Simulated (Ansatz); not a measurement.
# Pyrite PtSb₂

The numbers are results of HSE06 (Ansatz, a program for electronic structure, plane waves, PAW), not measurements.

Settings: plane-wave cutoff 460 eV, 4×4×4 k mesh, Fermi–Dirac smearing 0.01 eV, scalar-relativistic PAW data made under PBE.

Cell (measured lattice):

```cif
data_Pt4Sb8
_chemical_formula_sum 'Sb8 Pt4'
_space_group_name_H-M_alt 'P 1'
_space_group_IT_number 1
_cell_length_a 6.44000
_cell_length_b 6.44000
_cell_length_c 6.44000
_cell_angle_alpha 90.000
_cell_angle_beta 90.000
_cell_angle_gamma 90.000
loop_
_space_group_symop_operation_xyz
  'x, y, z'
loop_
_atom_site_label
_atom_site_type_symbol
_atom_site_fract_x
_atom_site_fract_y
_atom_site_fract_z
_atom_site_occupancy
Sb1 Sb 0.62544 0.87456 0.12544 1
Sb2 Sb 0.12544 0.62544 0.87456 1
Sb3 Sb 0.62544 0.62544 0.62544 1
Sb4 Sb 0.37456 0.37456 0.37456 1
Sb5 Sb 0.87456 0.12544 0.62544 1
Sb6 Sb 0.87456 0.37456 0.12544 1
Sb7 Sb 0.12544 0.87456 0.37456 1
Sb8 Sb 0.37456 0.12544 0.87456 1
Pt1 Pt 0.00000 0.50000 0.50000 1
Pt2 Pt 0.50000 0.00000 0.50000 1
Pt3 Pt 0.00000 0.00000 0.00000 1
Pt4 Pt 0.50000 0.50000 0.00000 1
```

- band gap: 0.10 eV (on the SCF k mesh)
- smallest direct gap on the k points sampled: 0.43 eV
- Γ–Γ gap: 0.72 eV

Note: cell and atoms aren't relaxed at this level (largest force component 0.10 eV/Å, pressure 1.4 GPa).

Spin–orbit coupling is not included; it can close the smallest gap of 0.10 eV.

Computed values are for the static lattice.
